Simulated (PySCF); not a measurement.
**HBO (BHO): geometry, NMR shifts, spin-spin couplings, electronic excitations and core binding energies**

Wanted: the NMR shifts, spin-spin couplings, electronic excitations and core binding energies of HBO (BHO) (`B=O`), by calculation.

Programs: PySCF 2.14.0, with density-fitted response routines of our own. Each step states its level of theory. These are calculated values for one molecule in the gas phase, unless marked as measured. Atoms are numbered from 0 throughout.

## Step 1: Starting geometry

3 atoms, charge 0, multiplicity 1; geometry from: GFN2-xTB.

Bonds of the start (Å): B0–O1 1.19, B0–H2 1.15.

## Step 2: Optimising the geometry at PBE0-D3(BJ)/def2-SVP

The job: settings as JSON, then the geometry in Å.

```
{"job": {"xc": "PBE0", "basis": "def2-SVP", "d3": "d3bj", "grid": 1, "kind": "geom"}, "charge": 0, "multiplicity": 1}
B     -0.005770    -0.002020    -0.008220
O      1.179530     0.005510    -0.021570
H     -1.150800    -0.008560     0.004680
```

The run is started by

```
$ OMP_NUM_THREADS=1 python probes_run.py task.json out
```

The driver reads the jobs from task.json and runs them one after another.

**Question.** This job is followed by: GIAO PBE0/pcSseg-1 NMR shielding, non-relativistic, gas phase; B3LYP/pcJ-1 indirect spin-spin coupling, non-relativistic, gas phase; TDDFT CAM-B3LYP/def2-SVPD, vertical, gas phase, core orbitals frozen in the response; GIAO PBE0/pcSseg-2 NMR shielding, non-relativistic, gas phase; delta-SCF UKS SCAN, pcX-2 on the ionised atom, pcseg-1 elsewhere, spin-free X2C. Predict these results of the whole session: point group; rotational constants (main isotopes); 1H shifts against TMS (PBE0/pcSseg-1); 11B shifts against BF3·OEt2 (PBE0/pcSseg-1); 17O shifts against H2O (PBE0/pcSseg-1); largest coupling of the table (B3LYP/pcJ-1); lowest singlet (CAM-B3LYP/def2-SVPD); brightest single state of those computed; lowest triplet; vertical ionisation energy (ΔSCF); B1s binding energies, SCAN/pcX-2; O1s binding energies, SCAN/pcX-2; range of the shift of O1.

The runs gave:

| quantity | value |
| --- | --- |
| point group | C∞v |
| rotational constants (main isotopes) | 39.27, 39.27 GHz |
| 1H shifts against TMS (PBE0/pcSseg-1) | 2.35 ppm |
| 11B shifts against BF3·OEt2 (PBE0/pcSseg-1) | 13.8 ppm |
| 17O shifts against H2O (PBE0/pcSseg-1) | 302.7 ppm |
| largest coupling of the table (B3LYP/pcJ-1) | 1J(B,H) B0–H2, 280.2 Hz |
| lowest singlet (CAM-B3LYP/def2-SVPD) | 7.99 eV (155 nm), f = 0.000 |
| brightest single state of those computed | state 10, 10.80 eV, f = 0.159 |
| lowest triplet | 6.92 eV |
| vertical ionisation energy (ΔSCF) | 13.73 eV |
| B1s binding energies, SCAN/pcX-2 | B0 198.65 eV |
| O1s binding energies, SCAN/pcX-2 | O1 538.92 eV |
| range of the shift of O1 | 292.9 to 302.7 ppm |

In words: Over 2 steps the energy fell by 0.031 eV; of the close pairs, B0–H2 changed most, 1.145 to 1.185 Å. At PBE0/pcSseg-1: The widest tensor belongs to O1: span 567 ppm, with a paramagnetic part of -364 ppm. Of the pairs tabulated at B3LYP/pcJ-1, B0–H2 couples most strongly (280.2 Hz; Fermi contact 279.7 Hz). The lowest singlet, at 7.99 eV, is HOMO→LUMO 0.41, HOMO−1→LUMO+1 0.41 and is dark; of the 10 states computed, the strongest absorption comes from states 4 to 5 together at 9.73 eV (the last state computed is bright too, and its partners may lie past the list). The lowest triplet lies 1.07 eV below the lowest singlet (triplets in Tamm-Dancoff, singlets in full TDDFT). The orbital energy would give 12.04 eV for ionisation, ΔSCF gives 13.73 eV. In ppm, O1 moves most: its shift spreads over 9.8 ppm, from 292.9 (PBE0/pcSseg-2) to 302.7 (PBE0/pcSseg-1). Part of that comes from the computed reference.
